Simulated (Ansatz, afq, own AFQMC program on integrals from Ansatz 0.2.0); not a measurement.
Atomization energy of SiNH$_{2}$, quartet

```yaml
atoms:
  - { symbol: Si, position_ang: [0.0000, 0.0000, 0.5558] }
  - { symbol: N, position_ang: [0.0000, 0.0000, -1.2927] }
  - { symbol: H, position_ang: [0.0000, 1.3020, 1.2391] }
  - { symbol: H, position_ang: [0.0000, -1.3020, 1.2391] }
```

Connectivity, by distances: SiH2–N.

Atoms in their ground-state spins without spin–orbit coupling (mostly on UHF) minus the molecule (UHF), without zero-point energy. The geometry is a stationary point, not shown to be a minimum.

Basis cc-pVDZ. Noble-gas cores (and the filled d shells of Ga–Kr and In–Xe) are frozen. Ansatz 0.2.0 and our own AFQMC program on the same integrals; the CISD trial comes from CCSD amplitudes, and released means the phaseless constraint is let go. ± is one standard error of the sampling. The errors of all members are added in quadrature.

No full CI on the walks' own integrals is used here; CCSDT(Q) serves as the reference and is uncertain by about the last step of the cluster series. Each member takes its own surest rung, up to full CI.

The best estimate is CCSD(T) at the basis-set limit (CBS: def2-TZVPP and def2-QZVPP, with their diffuse functions for anions and beside diffuse sets, CCSD(T) itself extrapolated) plus the step from CCSD(T) to CCSDT(Q) in cc-pVDZ. Rows without CBS are in cc-pVDZ, the functionals in def2-TZVP; B2PLYP and the wave-function rows carry a basis error of their own. Core correlation and relativity beyond core potentials are missing, and ± holds the sampling alone.

Cautions: SiNH₂ (quartet): another spin lies lower, its ph-AFQMC/CISD value lies 25 ± 10 meV above CCSDT(Q).

```json
{"level": "HF", "atomization energy (eV)": "4.710"}
{"level": "B3LYP", "atomization energy (eV)": "8.101"}
{"level": "B2PLYP", "atomization energy (eV)": "7.815"}
```

Task: From these cheaper values, estimate the atomization energy at the level of the best estimate.

Result: 7.922 eV (best estimate, highest rung CCSDT(Q)).

```tsv
level	atomization energy (eV)	error against the best estimate (eV)
MP2	6.449	-1.473
CCSD	6.548	-1.374
CCSD(T)	6.640	-1.283
CCSDT	6.659	-1.263
CCSDT(Q)	6.667	-1.256
ph-AFQMC/CISD	6.645 ± 0.010	-1.277 ± 0.010
released AFQMC	6.644 ± 0.017	-1.278 ± 0.017
HF/CBS	5.221	-2.701
MP2/CBS	7.663	-0.259
CCSD(T)/CBS	7.896	-0.026
PBE	8.223	0.301
r2SCAN	8.174	0.252
PBE0	8.004	0.082
wB97M-V	7.976	0.054
```

Correlation beyond CCSD(T) adds 0.026 eV. Going to the basis-set limit adds 1.256 eV at CCSD(T). The perturbative (T) step is worth +0.091 eV. The functionals spread over 0.408 eV; wB97M-V and PBE0 come nearest and PBE is 0.301 eV too high.

Best estimates are given only where the step beyond CCSD(T) is under 0.3 eV and no member's determinant is very poor (T1 over 0.05, or 0.07 for open shells, ⟨S²⟩ too high by 0.3, two states mixed), so the hardest cases are missing from such tables.

The functionals ran in a triple-zeta set and keep a basis error of their own, a few kJ/mol for each bond in atomization energies and more for double hybrids, so close places among them and the extrapolated levels can swap.

CCSDT and higher add their correlation energy to the determinant of the CCSD(T) run, since their own runs factorise the integrals more tightly (a shift of under 2 meV). Each member of a difference takes its own highest rung, so a best estimate needn't equal the limit plus the step of one row. A walk keeps the symmetry of its determinant, which the program's search chose and which needn't be the lowest solution, so a lower state of the same spin and another symmetry isn't excluded. Released energies are given only where the last usable release times agree within the noise; a slower fall can still hide under it.
